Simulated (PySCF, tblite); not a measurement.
Isomers of C5H8N (doublet state), one GFN2-xTB conformer each. Single-point energies are computed at B3LYP/pcH-1 (PySCF, gas phase, no added dispersion term), electronic only. GFN2-xTB treats the open shell by occupation alone, and not every SCF solution was tested for stability.

Question: Rank them by B3LYP/pcH-1 energy, lowest first (kcal/mol).
A. `[CH3:1]/[N:2]=[CH:3]/[C@@H:4]1[CH:5][CH2:6]1` (doublet state) with N2–C3–C4–C5 45°
B. `[CH2:1][C:2]#[C:3][C@H:4]([CH3:5])[NH2:6]` (doublet state) with C3–C4–N6–H 58° and 178°

Answer: B (0.0), A (13.1).

As drawn, the lower has an N–H bond, which the higher lacks; the higher has a three-membered ring, which the lower lacks. GFN2-xTB itself gives, in the same order: 0.0, 1.4. Both levels put the same isomer lowest.

What happens when harmonic zero-point energies from GFN2-xTB frequencies are added?

```csv
SMILES,ZPE (kcal/mol),electronic (kcal/mol),with ZPE (kcal/mol)
[CH2]C#C[C@H](C)N,70.9,0.0,0.0
C/N=C/[C@@H]1[CH]C1,71.4,13.1,13.6
```

The zero-point energies span 0.5 kcal/mol. The order is unchanged.
